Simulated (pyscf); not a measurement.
Thermochemistry of product channels of HB=O + HF on the singlet surface, in kJ/mol, from ωB97M-D3(BJ)/def2-TZVP energies (ideal gas, 1 atm, RRHO with modes under 100 cm⁻¹ raised to 100, one conformer, R ln 2 for chiral ones without a mode under 150 cm⁻¹). Single points on ωB97X-D3(BJ)/def2-SVP structures (PySCF, gas phase).

```
products        ΔE  ΔH(298 K)  ΔG(600 K)  ΔG(1200 K)
----------  ------  ---------  ---------  ----------
O=B–F + H₂       ?      -80.2      -68.4       -59.9
HO–BH–F     -204.6     -193.4     -118.0       -40.6
```

Problem. What belongs in the gaps?

Solution. 
- O=B–F + H₂, ΔE: -69.9

These are energies of the channels, which say nothing of barriers.
